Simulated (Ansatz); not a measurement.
The same path of CH6BN + H2 (11 atoms, charge 0, multiplicity 1) was run 3 times with different band settings. Lost on the way: H10–H11. Made: B1–H10, N2–H11.

All numbers below come from RKS B3LYP-D4/6-31G* in Ansatz.

Relaxed end points:

```xyz
11
Properties=species:S:1:pos:R:3
B -0.173 0.588 0.206
N -0.086 0.138 1.528
H -0.848 -0.325 2.007
H 0.737 0.256 2.103
H 0.796 1.135 -0.247
C -1.479 0.389 -0.656
H -2.296 -0.120 -0.128
H -1.859 1.358 -1.009
H -1.255 -0.189 -1.563
H 0.601 -3.271 0.989
H 0.502 -2.534 1.009
```

```xyz
11
Properties=species:S:1:pos:R:3
B -0.022 -0.571 -0.050
N 0.023 -0.397 1.620
H -0.803 -0.811 2.054
H 0.051 0.589 1.885
H 1.021 -0.059 -0.408
C -1.356 0.183 -0.554
H -2.288 -0.242 -0.146
H -1.369 1.262 -0.329
H -1.438 0.100 -1.645
H -0.028 -1.777 -0.201
H 0.847 -0.852 2.014
```

Common settings: movable images 7; climbing image yes; optimiser quadratic models (default); start path through a guess of the saddle point; iteration limit 60; end points relaxed.

| run | spring | force threshold |
| --- | --- | --- |
| 1 | 5.0 eV/Å² | 0.05 eV/Å |
| 2 | 5.0 eV/Å² | 0.5 eV/Å |
| 3 | 0.5 eV/Å² | 0.05 eV/Å |

Q: What does each run give, and how far can it be trusted?

A: Run 1: converged after 15 iterations, highest image 1.955 eV above the first end. Neighbouring images differ by up to 1.5 eV, so the band resolves the path poorly. A vibrational analysis at the climbing image gives one clearly imaginary mode, 1478i cm⁻¹: a first-order saddle point.
Run 2: converged after 11 iterations, highest image 1.985 eV above the first end. The threshold of 0.5 eV/Å is loose, so the images may lie well off the minimum-energy path. Neighbouring images differ by up to 1.5 eV, so the band resolves the path poorly. The order of the stationary point at the top wasn't checked.
Run 3: converged after 18 iterations, highest image 1.955 eV above the first end. Neighbouring images differ by up to 1.5 eV, so the band resolves the path poorly. Another band between the same ends (7 images) ends at a top of the same energy, where a vibrational analysis finds 1 clearly imaginary mode.
The orbitals stay closed-shell, which can raise the energy where a bond breaks towards radicals; this wasn't checked here.
